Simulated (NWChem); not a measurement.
System: fluoromethane (CH3F); SMILES CF

All runs: NWChem. The geometry was optimised at B3LYP/6-31G* (spherical d).

Diagonal of the polarisability tensor at PBE/aug-cc-pVDZ, static: 17.14, 17.14, 18.94 bohr³.

Problem. Find the mean polarisability volume, the molar refraction, and the refractive index that an ideal gas of it would have at 273.15 K and 1 atm.

Solution. 
1. Mean: one third of the trace = 17.74 bohr³ × 0.14818 Å³/bohr³ = 2.63 Å³.
2. Molar refraction (Lorentz-Lorenz): (4π/3) N_A α = 6.6 cm³/mol.
3. Number density p/kT = 2.687 × 10⁻⁵ Å⁻³; n − 1 = 2π N α = 4.44 × 10⁻⁴.
4. These hold the electronic response alone: vibrational and orientational terms add to the static dielectric constant.
